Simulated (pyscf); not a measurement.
Single points on ωB97X-D3(BJ)/def2-SVP structures (PySCF, gas phase).

Q: For H₃C–CH₂–CH₂–Al(F)–F -> H₃C–Al(F)–F + H₂C=CH₂, an elimination (singlet surface; C–C, Al–C broken, Al–C formed), PBE/def2-TZVP gives ΔE‡ = 36.3 kcal/mol and ΔE = +21.5 kcal/mol (zero: the reactant's lowest minimum found). In which direction and how far do B3LYP-D3(BJ)/def2-TZVP, M06-2X/def2-TZVP, ωB97M-D3(BJ)/def2-TZVP move these?

A: B3LYP-D3(BJ): ΔE‡ = 39.5 kcal/mol, ΔE = +20.6 kcal/mol; M06-2X: ΔE‡ = 39.5 kcal/mol, ΔE = +23.3 kcal/mol; ωB97M-D3(BJ): ΔE‡ = 41.8 kcal/mol, ΔE = +22.4 kcal/mol. PBE's barrier lies under all of them, by 3.2 to 5.5 kcal/mol. Its reaction energy lies among theirs. On the product side the descent ends in a bound adduct, 14.4 kcal/mol under the separated species and 30.5 kcal/mol under the saddle at ωB97X-D3(BJ)/def2-TZVP. At the saddle there is also a short Al–C contact that neither side keeps. One saddle was located; it need not be the lowest between these sides.
